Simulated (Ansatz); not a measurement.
For zinc-blende AlAs, B3LYP (VWN-RPA form) in Ansatz (PAW) gives:

| Quantity | Value |
|---|---|
| equilibrium lattice constant a | 5.735 Å |
| bulk modulus B0 | 69.0 GPa |
| band gap at the measured cell | 2.74 eV |

Q: What does Hartree–Fock (PAW; Ansatz, a first-principles code) give for the same quantities?

A: 
- lattice constant a: 5.745 Å (rises by 0.2 %)
- bulk modulus: 80.9 GPa (rises by 17 %)
- band gap at the measured cell: 7.36 eV (increases by 4.62 eV)

For comparison: lattice constant a 5.649 Å (measured, static lattice: zero-point anharmonic expansion removed; as tabulated in Mejia-Rodriguez and Trickey (2018), arXiv:1807.09216); bulk modulus 75 GPa (measured, 0 K value with the zero-point phonon effect removed; as tabulated in Mejia-Rodriguez and Trickey (2018), arXiv:1807.09216); band gap 2.28 eV (measured, zero-point renormalisation of 0.04 eV added back here (the table's ZPR column); inputs from Chen et al. (2018), doi:10.1103/physrevmaterials.2.073803).

Changes are worked out from the printed values.

Unless a cell is named, each level is at its own relaxed cell (B3LYP (VWN-RPA form) 23.57, Hartree–Fock 23.70 Å³/atom).

Spin–orbit coupling is included only where a level's name says +SOC; with heavier elements it mostly lowers gaps and can invert bands. Density-functional gaps are differences of (generalised) Kohn–Sham levels.

Ansatz's density-functional and Hartree–Fock values are scalar-relativistic unless marked +SOC, with PAW data made under PBE.
